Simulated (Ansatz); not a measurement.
Reactions of C5H12S, SMILES `CC(C)(C)CS`.

Computed with Ansatz on PBE0-D4/def2-TZVP structures; ΔE is electronic, products minus reactants. CCSD(T)/CBS is the MP2 limit (def2-TZVPP, def2-QZVPP) plus CCSD(T) − MP2 in def2-TZVPP, frozen cores. This one scheme is used for every species, atoms too. Open shells (•) are unrestricted, without spin–orbit coupling. Spin–orbit coupling would lower the free atoms: a little for C, S. Each species was taken in one conformer, which may not be the lowest.

```
                                               reaction  HF/CBS(def2) (kJ/mol)  MP2/CBS(def2) (kJ/mol)
                            `CC(C)(C)CS` → `CC(C)C(C)S`                      6                       8
         `CC(C)(C)CS` → `[CH2]` (triplet) + `CC(C)(C)S`                    281                     447
                              `CC(C)(C)CS` → `CCSC(C)C`                      4                      15
                `CC(C)(C)CS` + H₂O → `CC(C)(C)CO` + H₂S                     17                      50
                                `CC(C)(C)CS` → `CCCCCS`                      0                      22
                                `CC(C)(C)CS` → `CCCSCC`                      3                      20
`CC(C)(C)CS` + `C[SiH2]C` → trimethylsilane + `CC(C)CS`                    -42                     -32
                              `CC(C)(C)CS` → `CC(C)CCS`                      0                      14
                       `CC(C)(C)CS` → 5 C• + 12 H• + S•                   5212                    6993
                            `CC(C)(C)CS` → `CCC(C)(C)S`                      2                      -1
```

Question: Give the CCSD(T)/CBS values in the same order. (Estimate.)

Answer: The calculation gave: 7, 434, 14, 40, 17, 17, -34, 11, 6934, 0 kJ/mol.

Largest T1 diagnostic: 0.011, for `[CH2]` (triplet).
